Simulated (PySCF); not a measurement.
PySCF input:

```python
from pyscf import gto, scf, dft

mol = gto.M(
    atom='''
    C    -0.24585069   -0.34108038    1.22837570
    N    -0.18927909    0.50905008    0.02327978
    C     0.24394995   -0.21855779   -1.14733787
    H     0.75943835   -0.40606839    1.70778042
    H    -0.90844575    0.14663035    1.96438018
    H     0.42185334    1.33248557    0.10013528
    H     1.23256580   -0.71731054   -1.04485805
    H     0.30621961    0.45653183   -2.02146417
    H    -0.47527326   -1.01779037   -1.35515913
    ''',
    basis='def2-tzvpd',
    charge=-1,
    spin=0,
    verbose=4,
)

mf = dft.RKS(mol, xc='tpss').density_fit(auxbasis='def2-universal-jkfit')
mf.grids.level = 3
mf.conv_tol = 1e-9
mf.max_cycle = 100
mf.max_memory = 1500
mf.kernel()
if not mf.converged:
    mf = mf.newton()
    mf.kernel(mf.make_rdm1())
mf.analyze()
```

### Question
Which total energy does the run end on?

### Answer
-134.56068 Eh (TPSS/def2-TZVPD).

It need not be the lowest isomer of its formula. Whether it binds its extra electron was not tested at this geometry.
